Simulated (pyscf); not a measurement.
Thermochemistry of product channels of F–Ge:–F [singlet] + germylene (GeH₂) [singlet] on the singlet surface, in kcal/mol, from ωB97M-D3(BJ)/def2-TZVP energies (ideal gas, 1 atm, RRHO with modes under 100 cm⁻¹ raised to 100, one conformer, R ln 2 for rigid chiral ones). PySCF, gas phase, ωB97X-D3(BJ)/def2-SVP geometries.

| products | ΔE | ΔH(298 K) | ΔG(900 K) | ΔG(1200 K) |
|---|---|---|---|---|
| F–Ge(F)=Ge: [singlet] + hydrogen (H₂) | +23.3 | +24.2 | +29.7 | +30.9 |
| F–Ge(F)=GeH₂ | -15.3 | -13.4 | +14.9 | +23.5 |

The channel to F–Ge(F)=GeH₂ turns unfavourable between 298 and 1200 K (ΔG from -3.7 kcal/mol to +23.5 kcal/mol).

These are energies of the channels, which say nothing of barriers. A restricted singlet here is unstable towards spin polarisation, as is usual where a triplet lies low; its energy is less safe. Elements up to Kr have no core potential and no relativistic terms here.
